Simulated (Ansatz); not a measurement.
A made-up structure of AlSiH4O (charge +1), closed shell:

| atom | x (Å) | y (Å) | z (Å) |
| --- | --- | --- | --- |
| Al1 | -1.3291 | 0.3764 | -1.0335 |
| O2 | 0.0438 | -0.0127 | 0.0346 |
| Si3 | 1.2337 | -0.3494 | 0.9595 |
| H4 | -0.8301 | 0.8206 | -2.4440 |
| H5 | -2.6875 | 0.1758 | -0.2919 |
| H6 | -0.3084 | -0.1073 | 0.9334 |
| H7 | 1.7488 | -1.7263 | 0.9892 |

It is relaxed with PBE-D4/def2-SVP and then PBE0-D4/def2-TZVP (Ansatz 0.2.0). Atoms count as bonded within 1.22 times the sum of their covalent radii (H–H: 0.88 Å). The end point is not checked to be a true minimum.

(1) Does its bonding change? (A judgement: the text doesn't fix the answer.)

Results:

(1) By the calculation: Yes. Formed: none; broken: Si3–H6.

Where it ends: The first stage lowers the energy by 3.35 eV in 16 steps. It ends as AlSiH₄O ([AlH2][OH][SiH]), total charge +1:
Al1  (-1.198, 0.124, -0.940)
O2  (-0.276, -0.039, 0.667)
Si3  (1.389, -0.613, 1.077)
H4  (-0.282, -0.347, -2.106)
H5  (-2.613, 0.686, -0.603)
H6  (-0.777, 0.235, 1.451)
H7  (1.629, -0.869, -0.399)
(Å)

Labels in which every atom is bracketed show which atoms are joined, not bond orders.

For scale, one of the runs: PBE0-D4/def2-TZVP relaxation, 129 basis functions, launched by `ansatz run in.yaml --threads 2 --pin off --events-out ev --progress --plain --max-ram 4352MiB`. The run took about 16 s on 2 CPU threads of an Intel Xeon Platinum 8175M (shared host).
